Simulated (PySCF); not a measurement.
**Chlorine: a sound run and one with changed settings**

Sound run: Cl [Ne] 3s2 3p5, Cl⁺ [Ne] 3s2 3p4. Computed with PySCF 2.14 in def2-TZVP, with the non-relativistic Hamiltonian (point nucleus). In the sound run the correlated levels freeze [Ne]. The sound run starts from symmetry-adapted Hartree-Fock orbitals and uses a fine grid where one is needed.

Changed run: basis STO-3G. This setting is unsound on purpose.

```
species  method  sound run (hartree)  changed run (hartree)  converged
     Cl     UHF           -459.47681             -454.54219        yes
     Cl  r2SCAN           -460.11702             -455.11316        yes
     Cl    BP86           -460.19119             -455.13894        yes
     Cl     MP2           -459.63212             -454.54219        yes
    Cl⁺     UHF           -459.04415             -454.12970        yes
    Cl⁺  r2SCAN           -459.63858             -454.65099        yes
    Cl⁺    BP86           -459.70972             -454.67452        yes
    Cl⁺     MP2           -459.16501             -454.12970        yes
```

Ionisation energy of Cl:

```csv
method,sound run (eV),changed run (eV)
UHF,11.773,11.224
r2SCAN,13.019,12.576
BP86,13.101,12.637
MP2,12.711,11.224
SCS-MP2,12.707,11.224
```

A minimal basis cannot let orbitals breathe on ionisation and holds almost no correlation.

For comparison, NIST gives 12.968 eV between the lowest levels.
